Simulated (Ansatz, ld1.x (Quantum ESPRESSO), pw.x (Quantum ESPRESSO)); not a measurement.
Equation-of-state test of one RRKJ potential (B (Z = 5))

- Element: B
- Generator: ld1.x (Quantum ESPRESSO) 7.5
- Type: norm-conserving RRKJ (Kleinman–Bylander form)
- Functional: LDA (PW92)
- Relativity: scalar-relativistic
- Frozen core: [He]
- Valence charge: 3
- Reference configuration: 2s2 2p1
- Partial waves: 2p (bound): rc 2.00 bohr; 3d channel at 0.4 Ry: rc 1.85 bohr; 2s (bound): rc 1.25 bohr
- Local potential: the s channel
- Core correction: none
- rho0: 0.02

Crystal test: diamond B in pw.x 7.5, no spin, 11³ k-points, Fermi–Dirac smearing 0.01 Ry, cutoffs 70/280 Ry. The reference is all-electron LAPW (Ansatz 0.2.0) with the same functional, mesh and smearing; V0 and B0 come from Birch–Murnaghan fits to the pressures at five volumes. Errors are pseudo minus all-electron; Δ is the rms difference of the E(V) curves that follow from these fits, minima aligned, over ±6 % about the mean V0. Mesh and smearing are coarse, so the numbers serve the comparison and aren't converged zero-temperature values; the lattice is a test structure that the element need not adopt.

| V (Å³/atom) | P all-electron (GPa) | P pseudo (GPa) |
| --- | --- | --- |
| 7.621 | 10.51 | 6.17 |
| 7.821 | 4.90 | 0.98 |
| 8.022 | -0.11 | -3.66 |
| 8.223 | -4.58 | -7.80 |
| 8.423 | -8.58 | -11.50 |

All-electron: a0 = 4.003 Å (V0 = 8.02 Å³/atom), B0 = 189.6 GPa.

Pseudopotential: mean pressure error (GPa): -3.59; a0 (Å): 3.977; a0 error (%): -0.65; B0 error (%): -0.9; Δ (meV/atom): 6.4. The largest radius (2.00 bohr) exceeds half the bond length (1.64 bohr), so the spheres overlap, which is one possible source of error among others. This is a poor potential for the solid.

Task: At the middle volume, how do free energy and pressure move when the wave cutoff is lowered (ecutrho kept at four times it)?

Result:

```tsv
cutoff (Ry)	shift of F (meV/atom)	shift of P (GPa)
32	+20.6	+0.11
42	+17.0	-0.15
56	+5.7	-0.33
```

Input at the middle volume:

```
&control
  calculation='scf', prefix='x', pseudo_dir='./', outdir='./tmp', tstress=.true., disk_io='none'
/
&system
  ibrav=0, nat=2, ntyp=1, ecutwfc=70, ecutrho=280, nbnd=10,
  occupations='smearing', smearing='fd', degauss=0.01
/
&electrons
  conv_thr=1e-09, mixing_beta=0.4, electron_maxstep=70
/
ATOMIC_SPECIES
B 1.0 B.UPF
CELL_PARAMETERS angstrom
  0.00000000 2.00183166 2.00183166
  2.00183166 0.00000000 2.00183166
  2.00183166 2.00183166 0.00000000
ATOMIC_POSITIONS crystal
B 0.0000 0.0000 0.0000
B 0.2500 0.2500 0.2500
K_POINTS automatic
11 11 11 0 0 0
```

```bash
pw.x < B.scf.in > B.scf.out
```

Lines of the output:

```
Message from routine setup:
     using ibrav=0 with symmetry is DISCOURAGED, use correct ibrav instead
     lattice parameter (alat)  =       5.3498  a.u.
     unit-cell volume          =     108.2703 (a.u.)^3
     number of electrons       =         6.00
     number of Kohn-Sham states=           10
     kinetic-energy cutoff     =      70.0000  Ry
     charge density cutoff     =     280.0000  Ry
     scf convergence threshold =      1.0E-09
     Exchange-correlation= PW
     number of k points=    56  Fermi-Dirac smearing, width (Ry)=  0.0100
     iteration #  1     ecut=    70.00 Ry     beta= 0.40
     total energy              =     -11.26758098 Ry
     estimated scf accuracy    <       0.04521486 Ry
     iteration #  2     ecut=    70.00 Ry     beta= 0.40
     total energy              =     -11.26324261 Ry
     estimated scf accuracy    <       0.01154644 Ry
     iteration #  3     ecut=    70.00 Ry     beta= 0.40
     total energy              =     -11.26424161 Ry
     estimated scf accuracy    <       0.00004040 Ry
     iteration #  4     ecut=    70.00 Ry     beta= 0.40
     total energy              =     -11.26424761 Ry
     estimated scf accuracy    <       0.00000157 Ry
     iteration #  5     ecut=    70.00 Ry     beta= 0.40
     total energy              =     -11.26424780 Ry
     estimated scf accuracy    <       0.00000003 Ry
     iteration #  6     ecut=    70.00 Ry     beta= 0.40
     the Fermi energy is     6.5895 ev
!    total energy              =     -11.26424781 Ry
     estimated scf accuracy    <          5.1E-10 Ry
     smearing contrib. (-TS)   =      -0.00432289 Ry
     The total energy is F=E-TS. E is the sum of the following terms:
     one-electron contribution =       5.18649243 Ry
     hartree contribution      =       0.58747606 Ry
     xc contribution           =      -4.21806209 Ry
     ewald contribution        =     -12.81583132 Ry
     convergence has been achieved in   6 iterations
          total   stress  (Ry/bohr**3)                   (kbar)     P=      -36.59
     Message from routine punch:
     Nothing written, as per user request (disk_io='none')
```

The run at the middle volume (56 k-points, 6 iterations) took about 5.2 s on one core of a shared host (Neoverse-V1, 32 threads, 247 GiB, load 21).
